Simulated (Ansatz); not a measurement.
Cost and result for the atomization energy of BFH2S (`FBS`) (5 atoms, 4 bonds).

```xyz
5

F    -1.395   -0.356   -0.203
B    -0.300    0.381   -0.298
S     1.246   -0.144    0.438
H    -0.335    1.419   -0.885
H     0.785   -1.300    0.948
```

Total charge 0; spin multiplicity 1. The geometry is a stationary point of PBE0-D4/def2-TZVP. It is one conformer, not always the lowest. Program: Ansatz. Hardware: A = 2 threads of an AMD EPYC 7R13 on a shared host; B = 2 threads of an AMD EPYC 7R13 on a shared host and a share of an NVIDIA H100 80 GB. Times are those of one run each, without the atoms' runs, and a repeat can differ threefold. Electronic energies, without spin–orbit coupling; frozen cores. CCSD(T)/CBS extrapolates def2-TZVPP and def2-QZVPP, and its time is that of the two runs behind it. T1 = 0.014. B3LYP takes the VWN-RPA correlation (the form of Gaussian; ORCA's B3LYP/G).

CCSD(T)/CBS is a level of theory with its own doubt, some kJ/mol a heavy atom from the limit and from the frozen cores, so smaller differences don't rank the functionals.

```json
{"level": "PBE0-D4/def2-TZVPP [A]", "functions": "132", "wall time": "0.8 s"}
{"level": "PBE-D4/def2-TZVPP (with forces) [A]", "functions": "132", "wall time": "0.86 s"}
{"level": "B3LYP-D4/def2-TZVPP (with forces) [A]", "functions": "132", "wall time": "1.1 s"}
{"level": "B2PLYP/def2-TZVPP [A]", "functions": "132", "wall time": "1.4 s"}
{"level": "r2SCAN-D4/def2-TZVPP (with forces) [A]", "functions": "132", "wall time": "1.6 s"}
{"level": "CCSD(T)/def2-QZVPP [B]", "functions": "244", "wall time": "2 s"}
{"level": "ωB97X-V/def2-TZVPP [A]", "functions": "132", "wall time": "2.3 s"}
{"level": "ωB97M-V/def2-TZVPP (with forces) [A]", "functions": "132", "wall time": "3 s"}
{"level": "CCSD(T)/def2-TZVPP [A]", "functions": "132", "wall time": "6 s"}
{"level": "CCSD(T)/CBS(def2)", "functions": "–", "wall time": "8 s"}
```

Problem. What atomization energy does each give, and how far from CCSD(T)/CBS? (Estimate.)

Solution. The calculation gave: 
```
                                 level  atomization (kcal/mol)  difference from CCSD(T)/CBS  per bond
                PBE0-D4/def2-TZVPP [A]                   434.1                          1.8       0.5
   PBE-D4/def2-TZVPP (with forces) [A]                   443.4                         11.1       2.8
 B3LYP-D4/def2-TZVPP (with forces) [A]                   433.4                          1.1       0.3
                 B2PLYP/def2-TZVPP [A]                   430.4                         -1.9      -0.5
r2SCAN-D4/def2-TZVPP (with forces) [A]                   438.3                          6.0       1.5
                CCSD(T)/def2-QZVPP [B]                   427.9                         -4.4      -1.1
                ωB97X-V/def2-TZVPP [A]                   435.2                          2.9       0.7
  ωB97M-V/def2-TZVPP (with forces) [A]                   437.2                          4.9       1.2
                CCSD(T)/def2-TZVPP [A]                   421.8                        -10.5      -2.6
                     CCSD(T)/CBS(def2)                   432.3                          0.0       0.0
```

The D4 term adds +2.5 kcal/mol with B3LYP and +1.3 kcal/mol with PBE0; it sums over pairs of atoms, weighted by their polarisabilities, and B3LYP, whose exchange is more repulsive, gets the larger term. From PBE to PBE0 (25 % exact exchange), in def2-TZVPP and without D4, the atomization energy moves by −9.0 kcal/mol: exact exchange takes away binding that semilocal exchange gives to molecules. In def2-TZVPP, CCSD(T) changes the Hartree–Fock value by +93.6 kcal/mol (the triples alone add +6.7 kcal/mol) and MP2 by +105.5 kcal/mol; breaking electron pairs costs correlation energy, which Hartree–Fock lacks.
